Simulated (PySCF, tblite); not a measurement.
Dissociation curve of F2, singlet.

- GFN2-xTB, 300 K electronic temperature (tblite)
- UCCSD(T) = CCSD(T) on UHF/cc-pVDZ, 2 core orbitals frozen (PySCF 2.14.0)

Energies relative to the lowest point of each curve near equilibrium, in kcal/mol; the last columns give the difference from UCCSD(T):

| R / Å | GFN2-xTB | UCCSD(T) | GFN2-xTB − UCCSD(T) |
|---|---|---|---|
| 1.03 | 77.4 | 143.5 | -66.1 |
| 1.10 | 40.7 | 81.2 | -40.5 |
| 1.17 | 19.5 | 42.6 | -23.1 |
| 1.25 | 6.7 | 17.3 | -10.6 |
| 1.29 | 3.3 | 9.8 | -6.5 |
| 1.32 | 1.6 | 5.7 | -4.1 |
| 1.38 | 0.1 | 1.3 | -1.2 |
| 1.42 | 0.0 | 0.2 | -0.2 |
| 1.45 | 0.3 | 0.0 | 0.3 |
| 1.51 | 1.8 | 1.0 | 0.7 |
| 1.58 | 4.3 | 3.9 | 0.4 |
| 1.70 | 10.0 | 11.3 | -1.2 |
| 1.86 | 18.9 | 20.2 | -1.3 |
| 2.07 | 30.3 | 24.9 | 5.4 |
| 2.27 | 38.8 | 25.9 | 12.9 |
| 2.49 | 44.8 | 25.9 | 18.9 |
| 2.73 | 48.1 | 25.8 | 22.4 |
| 3.03 | — | 25.9 | — |
| 3.38 | — | 26.1 | — |
| 3.67 | — | 26.1 | — |
| 4.09 | — | 26.2 | — |
| 4.77 | — | 26.2 | — |
| 5.47 | — | 26.2 | — |

GFN2-xTB is furthest from UCCSD(T) at 1.03 (-66.1 kcal/mol, below); its mean absolute difference over the points is 12.7 kcal/mol.

A dash means that the run gave no value there, or that the column was ended at a point which the program doubted or which failed a test of continuity chosen for this set; such a test can also cut sound points.

The unrestricted determinant behind UCCSD(T) is spin-contaminated at 1.38 to 5.47 Å (<S²> up to 1.0, against 0.00 for a pure singlet).
